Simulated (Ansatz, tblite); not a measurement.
Bulk modulus B0 (GPa) of solids drawn from the class of tetrahedrally bonded semiconductors and semimetals, at two levels: GFN1-xTB tight binding with its D3(BJ) term, in tblite, supercell at the zone centre, Fermi filling at 1000 K (free energies), no spin polarisation (tblite), and PBE in Ansatz (plane waves, PAW).

```
solid                               GFN1-xTB   PBE  shift (%)
----------------------------------  --------  ----  ---------
wurtzite CdS                            42.3  53.2        +26
wurtzite BN (high-pressure phase)        388   372       -4.1
zinc-blende CdS (metastable phase)      42.3  53.4        +26
zinc-blende BP                           164   162       -1.2
3C-SiC                                   205   213       +3.9
zinc-blende BAs                          157   131      -16.6
wurtzite AlN                            96.6   193       +100
zinc-blende ZnSe                        44.8  56.7        +27
zinc-blende AlN (metastable phase)      97.2   193        +99
2H-SiC                                   203   214       +5.4
```

The shifts run from -16.6 % to +100 %, with a median of +15.6 %.

Over all 10 rows PBE is the larger in 7.

Ansatz's runs of these crystals have no spin polarisation.

Each level is taken at its own relaxed cell. Caveats: the method was fitted mainly to molecules (GFN1-xTB: wurtzite CdS, wurtzite BN, zinc-blende CdS, zinc-blende BP, 3C-SiC, zinc-blende BAs and 4 more); the run uses a supercell at the zone centre in place of a k mesh (GFN1-xTB: wurtzite CdS, wurtzite BN, zinc-blende CdS, zinc-blende BP, 3C-SiC, zinc-blende BAs and 4 more). Ansatz's density-functional and Hartree–Fock values are scalar-relativistic unless marked +SOC, with PAW data made under PBE.

Ansatz is a first-principles code.
